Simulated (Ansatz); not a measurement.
## Ansatz (development build ahead of 0.2.0) run

```yaml
crystal:
  periodic: [false, false, false]
  atoms:
    - { symbol: "N", position_ang: [0.0, 0.0, 0.0] }
    - { symbol: F, position_ang: [0.0, 0.0, 3.78] }
basis:
  gaussian: { orbitals: pcseg-2 }
total_charge: -1
magnetization:
  initial_magnetization: 3
hamiltonian:
  xc: { name: wB97X }
```

The input is written out in the form of the current development build from the run's settings.

The run gave:

- Converged: yes
- Total energy: -154.44734 hartree
- Spin squared of the determinant: 3.750
- Stability test: minimum among restricted orbitals

Caution: stretched shape with no unrestricted run beside it, a lower state can exist; no diffuse functions for an anion; charge can spread falsely over distant fragments.
